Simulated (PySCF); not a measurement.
Start geometry of `O=C=C/C=C\F` from GFN2-xTB (Å):
```
atom  x, y, z in Å
O1     3.131    0.175   -0.528
C2     2.021    0.069   -0.141
C3     0.799   -0.079    0.314
C4    -0.357    0.121   -0.450
C5    -1.615   -0.048    0.040
F6    -1.824   -0.401    1.329
H7     0.716   -0.370    1.358
H8    -0.276    0.416   -1.484
H9    -2.536    0.100   -0.471
```

What comes out of this run: PySCF, PBE0-D3(BJ)/def2-SVP geometry optimisation, gas phase?

```
atom  x, y, z in Å
O1     3.115    0.180   -0.618
C2     2.043    0.061   -0.191
C3     0.827   -0.081    0.314
C4    -0.401    0.120   -0.433
C5    -1.618   -0.041    0.093
F6    -1.789   -0.405    1.366
H7     0.785   -0.374    1.367
H8    -0.348    0.420   -1.482
H9    -2.556    0.104   -0.448
```

The energy falls by 0.128 eV over 9 energy and gradient evaluations, the largest force component goes from 0.0591 to 1.4e-04 Eh/bohr, and the atoms move by 0.030 Å rms after alignment. The bond that changes most is C3–C4 (outer carbon of cumulated double bonds to alkene CH carbon), which lengthens by 0.052 Å. Bonds longer at the end by more than 0.005 Å: 5 of 8; shorter: 3. Among the angles that change most is C4–C5–H9, from 127.6° to 124.8°. Rotational constants go from 18520, 1527, 1411 to 18361, 1519, 1403 MHz. The orientation of the end geometry is arbitrary; only internal coordinates are fixed.

The run used 99 basis functions and 66 SCF cycles in all. Hardware: Arm Neoverse V1, one thread, shared host. Cost: 25 s of wall time, 0.40 GiB resident at most.

Not checked by PBE0-D3(BJ)/def2-SVP frequencies. One conformer, not necessarily the lowest.
